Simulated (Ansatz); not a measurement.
A search over several starts for the lowest SCF solution of AlMe2H (C2H7Al) at the given spin, in a small basis.

```yaml
crystal:
  periodic: [false, false, false]
  atoms:
    - {symbol: Al, position_ang: [-0.385582, -0.657288, -0.002321]}
    - {symbol: C, position_ang: [1.568403, -0.663493, -0.001312]}
    - {symbol: C, position_ang: [-1.343835, 1.045571, 0.005863]}
    - {symbol: H, position_ang: [1.957771, -0.196455, 0.911136]}
    - {symbol: H, position_ang: [1.966750, -0.068913, -0.831292]}
    - {symbol: H, position_ang: [2.005440, -1.662387, -0.069105]}
    - {symbol: H, position_ang: [-1.151199, 1.601229, -0.919794]}
    - {symbol: H, position_ang: [-0.997582, 1.694218, 0.818254]}
    - {symbol: H, position_ang: [-2.426929, 0.940282, 0.102132]}
    - {symbol: H, position_ang: [-1.193248, -2.032764, -0.013581]}
basis:
  gaussian: {orbitals: def2-SVP, initial_orbitals: start.molden}
hamiltonian: {xc: pbe0, dispersion: d4}
output: {orbitals: {seedname: orbitals}}
```

The file start.molden holds the orbitals of an earlier run on this structure, at another level or in another basis.

```sh
$ ansatz run in.yaml --threads 2 --pin off --events-out ev --progress --plain --max-ram 4352MiB
```

Output, abridged:

```
Functional definition: PBE0
  name "PBE0"
  cite "Adamo & Barone, J. Chem. Phys. 110, 6158 (1999) doi:10.1063/1.478522"
  cite "Perdew, Burke & Ernzerhof, Phys. Rev. Lett. 77, 3865 (1996) doi:10.1103/PhysRevLett.77.3865"
  parent pbe
  parameter a = 0.25
  parameter kappa = 0.804
  parameter beta = 0.06672455060314922
  exchange = (1 - a)*pbe_x(kappa = kappa, mu = beta*pi^2/3) + a*exact_x
  correlation = pbe_c(beta = beta)
948 factors; their error is unknown
mean field evaluation 1: about -8676.2704 eV, gradient 1.2e2 eV
mean field evaluation 2: about -8717.1133 eV, gradient 6.6e1 eV
mean field evaluation 4: about -8771.9402 eV, gradient 2.7e1 eV
mean field evaluation 8: about -8775.5829 eV, gradient 1.4e-4 eV
mean field evaluation 16: about -8775.4845 eV, gradient 8.7e-2 eV
mean field -8775.58293758 eV, -322.4967246524 hartree, gradient 1.6e-5 eV, S^2 0.000000; 1 other end points of the search recorded, 0 dependent functions left out
reference -8775.58296597 eV, -322.4967256957 hartree; 16, 16 occupied and 65, 65 virtual orbitals, 948 factors
Total energy: -8775.69767242 eV, -322.5009410798 hartree
```

Hardware: 2 threads of Arm Neoverse V1 on a shared host. Wall time 1.4 s.
